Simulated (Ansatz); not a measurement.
Mulliken charges of CH₃BS (`BC=S`) from PBE/def2-TZVPP in Ansatz (PBE0-D4/def2-TZVP geometry).

```
atom   x (Å)   y (Å)   z (Å)  charge (e)
  B1  -0.561  -0.256  -0.376      -0.143
  C2   0.646   0.482   0.196       0.020
  S3   0.696  -0.655   1.350      -0.045
  H4  -0.393  -1.059  -1.246       0.021
  H5  -1.660   0.093  -0.057       0.021
  H6   1.315   1.330   0.087       0.125
```

Question: By hand: the dipole of these point charges (1 e Å = 4.8032 D).

Answer: Σ q r = (0.183, 0.222, -0.020) e Å, of length 0.288 e Å = 1.38 D.

Question: How does the dipole of the full density compare? (Best estimate.)

Answer: Ansatz gave: (0.264, 0.224, 0.065) e Å, 1.69 D; the point charges give 0.82 times that, at 18° from its direction.

Point charges leave out the atoms' own dipoles, such as those of lone pairs, and Mulliken's split depends on the basis, so the two needn't agree.
